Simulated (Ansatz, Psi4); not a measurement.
## COF2 (carbonyl fluoride): the vertical energy of the triplet above the singlet from total energies

COF2: 4 atoms, total charge 0, spin state singlet. As SMILES, `O=C(F)F`. Geometry: relaxed at PBE0-D4/def2-TZVP.

Both states at this one shape; open shells run unrestricted unless said. 1 Eh = 27.2114 eV.

| level | program | singlet COF2 (Eh) | triplet COF2 (Eh) |
| --- | --- | --- | --- |
| HF/STO-3G | Ansatz | -307.300165 | -307.132988 |
| CCSD/aug-cc-pVDZ, 4 core orbitals frozen | Psi4 | -312.379734 | -312.123318 |

Question: Work out the vertical gap, second state less first, at each level.

Answer: 
1. HF/STO-3G: -307.132988 − (-307.300165) = 0.167177 Eh = 4.55 eV.
2. CCSD/aug-cc-pVDZ: -312.123318 − (-312.379734) = 0.256416 Eh = 6.98 eV.

No measured value is set beside it here; the levels span 4.55 to 6.98 eV. Hartree–Fock favours the state with fewer electron pairs, since it lacks pair correlation. Minimal sets are far from the basis-set limit.
